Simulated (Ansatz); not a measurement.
# Structure optimisation: fluorine, F2 molecule

Method: Ansatz 0.2.0, DFT, revPBE, plane waves (420 eV) with PAW, scalar-relativistic. The PAW files were generated under PBE, with cores re-solved for the functional.

k-point mesh 1×1×1, Fermi-Dirac smearing 0.01 eV, no spin polarisation. The box is fixed.

Starting structure:

```yaml
crystal:
  lattice:
    - [12.0, 0.0, 0.0]
    - [0.0, 12.3, 0.0]
    - [0.0, 0.0, 12.6]
  atoms:
    - { symbol: F, position: [0.5, 0.5, 0.4436507937] }
    - { symbol: F, position: [0.5, 0.5, 0.5563492063] }
hamiltonian:
  xc: revpbe
  pseudopotentials:
    kind: paw
    azcp:
      F: "pseudopotentials/F.paw.azcp"
basis:
  ecutwfc: 420
  fft_grid_basis: typed
kpoints:
  mp_grid: { grid: [1, 1, 1], shift: [0, 0, 0] }
magnetization:
  spin_polarized: false
scf:
  occupations: { method: fermi_dirac, width: 0.01 }
relax:
  max_steps: 60
  f_tol: 0.01
```

Problem. What is the relaxed bond length?

Solution. 1.422 Å (start 1.420 Å).
